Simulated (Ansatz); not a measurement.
The same path of BFH2 (4 atoms, charge 0, multiplicity 1) was run twice with different band settings. Lost on the way: B1–F2, B1–H3. Made: F2–H3.

The calculation used RKS B3LYP-D4/def2-mTZVP (Ansatz 0.2.0).

Relaxed end points:

```xyz
4
Properties=species:S:1:pos:R:3
B 0.307 0.000 0.125
F 0.365 0.000 1.448
H 1.334 0.000 -0.476
H -0.770 0.000 -0.383
```

```xyz
4
Properties=species:S:1:pos:R:3
B -0.375 0.000 -0.441
F 1.804 0.000 1.520
H 1.096 0.000 0.873
H -1.288 0.000 -1.238
```

Common settings: spring 5.0 eV/Å²; optimiser quadratic models (default); start path through a guess of the saddle point; force threshold 0.05 eV/Å; iteration limit 60; end points relaxed.

| run | movable images | climbing image |
| --- | --- | --- |
| 1 | 7 | yes |
| 2 | 1 | no |

Problem. What does each run give, and how far can it be trusted?

Solution. Run 1: converged after 13 iterations, highest image 5.264 eV above the first end. Neighbouring images differ by up to 2.1 eV, so the band resolves the path poorly. A vibrational analysis at the climbing image gives one clearly imaginary mode, 563i cm⁻¹: a first-order saddle point.
Run 2: converged after 8 iterations, highest image 5.322 eV above the first end. Neighbouring images differ by up to 5.3 eV, so the band resolves the path poorly. No image climbed, so the highest image needn't sit at the top of the path. So few images can step over the top or miss a turn of the path.
The orbitals stay closed-shell, which can raise the energy where a bond breaks towards radicals; this wasn't checked here.
